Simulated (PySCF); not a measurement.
## How the method moves the gas-phase deprotonation enthalpies of chloronium

Structure: `[ClH2+]` ([H2Cl]+). Numbering: `[ClH2+:1]`

All levels share the PBE0-D3(BJ)/ma-def2-SVP structures and the PBE0-D3(BJ)/ma-def2-SVP thermal terms; only the single-point energies (PySCF) change. Values are gas-phase deprotonation enthalpies (298 K, kJ/mol).

| level | Cl1 | abs. error | time |
| --- | --- | --- | --- |
| PBE0-D3(BJ)/6-31G | 494 | 65.3 | 0.36 s |
| PBE0-D3(BJ)/6-31+G* | 540 | 19.6 | 0.39 s |
| PBE0-D3(BJ)/6-31G* | 542 | 17.6 | 0.38 s |
| PBE0-D3(BJ)/def2-SV(P) | 543 | 16.3 | 0.38 s |
| LDA/ma-def2-TZVP | 544 | 15.0 | 0.75 s |
| PBE0-D3(BJ)/ma-def2-SVP | 549 | 10.9 | 0.41 s |
| M06-2X/ma-def2-TZVP (grid 3) | 550 | 9.1 | 1.3 s |
| PBE0-D3(BJ)/pcseg-1 | 551 | 8.4 | 0.38 s |
| PBE0-D3(BJ)/def2-SVPD | 553 | 6.9 | 0.47 s |
| CAM-B3LYP-D3(BJ)/ma-def2-TZVP | 553 | 6.5 | 0.65 s |
| ωB97M-D3(BJ)/ma-def2-TZVP (grid 3) | 554 | 5.1 | 1.2 s |
| PBE0-D3(BJ)/aug-pcseg-1 | 555 | 4.9 | 0.48 s |
| PBE0-D3(BJ)/aug-cc-pVDZ | 555 | 4.7 | 0.49 s |
| HF/ma-def2-TZVP | 556 | 3.6 | 0.24 s |
| BHandHLYP/ma-def2-TZVP | 556 | 3.2 | 0.52 s |
| PBE0-D3(BJ)/6-311+G** | 557 | 2.4 | 0.45 s |
| PBE0-D3(BJ)/cc-pVDZ | 561 | 1.4 | 0.4 s |
| B3LYP-D3(BJ)/ma-def2-TZVP | 562 | 2.1 | 0.57 s |
| M06/ma-def2-TZVP (grid 3) | 562 | 2.4 | 1.3 s |
| PBE0-D3(BJ)/6-311++G(2d,2p) | 562 | 2.7 | 0.55 s |
| r2SCAN-D3(BJ)/ma-def2-TZVP (grid 3) | 563 | 3.5 | 1.7 s |
| HSE06/ma-def2-TZVP | 563 | 3.5 | 1.1 s |
| PBE0-D3(BJ)/aug-cc-pVTZ | 564 | 4.1 | 0.86 s |
| BLYP-D3(BJ)/ma-def2-TZVP | 564 | 4.2 | 0.91 s |
| PBE0-D3(BJ)/ma-def2-TZVP | 564 | 4.8 | – |
| LC-ωPBE/ma-def2-TZVP | 564 | 4.8 | 0.92 s |
| PBE0-D3(BJ)/def2-TZVPD | 564 | 5.0 | 0.65 s |
| PBE0-D3(BJ)/pcseg-2 | 565 | 5.3 | 0.59 s |
| PBE0-D3(BJ)/cc-pVTZ | 565 | 5.7 | 0.58 s |
| PBE0-D3(BJ)/aug-cc-pVQZ | 565 | 5.9 | 1.8 s |
| PBE0-D3(BJ)/jun-cc-pV(T+d)Z | 566 | 6.2 | 0.73 s |
| ωB97X-D3(BJ)/ma-def2-TZVP | 566 | 6.3 | 0.59 s |
| PBE-D3(BJ)/ma-def2-TZVP | 566 | 6.3 | 0.91 s |
| PBE0-D3(BJ)/def2-TZVP | 566 | 6.9 | 0.5 s |
| PBE0-D3(BJ)/def2-QZVPPD | 567 | 7.3 | 1.6 s |
| PBE0-D3(BJ)/def2-QZVP | 567 | 7.7 | 1.4 s |
| BP86-D3(BJ)/ma-def2-TZVP | 568 | 8.1 | 0.93 s |
| PBE0-D3(BJ)/def2-TZVPP | 568 | 8.6 | 0.68 s |
| PBE0-D3(BJ)/def2-SVP | 569 | 9.3 | 0.38 s |
| TPSSh-D3(BJ)/ma-def2-TZVP (grid 3) | 570 | 10.3 | 1.5 s |
| M06-L/ma-def2-TZVP (grid 3) | 570 | 10.6 | 1.7 s |
| TPSS-D3(BJ)/ma-def2-TZVP (grid 3) | 571 | 11.7 | 1.5 s |
| B97-2/ma-def2-TZVP | 571 | 11.7 | 0.58 s |
| OPBE/ma-def2-TZVP | 582 | 22.4 | 1 s |
| ATcT 1.112 | 559 |  |  |

Times are wall times for all single points of a level on 1 thread of Arm Neoverse V1, a shared host; the dash marks the run that also made the structures. BLYP, BP86, HSE06, LC-ωPBE, LDA, M06-L, OPBE, PBE, TPSS, r2SCAN ran on a slower path of this set-up, which computes the density-fitting integrals anew in every SCF cycle while the other levels store them. So the times needn't show the usual order of cost, and those levels read slower than they are.

Hartree-Fock leaves out electron correlation, so its deprotonation energies can be off by tens of kJ/mol.

The spread: 88 kJ/mol, from 494 to 582.

A small basis comes closest here by cancellation of errors.
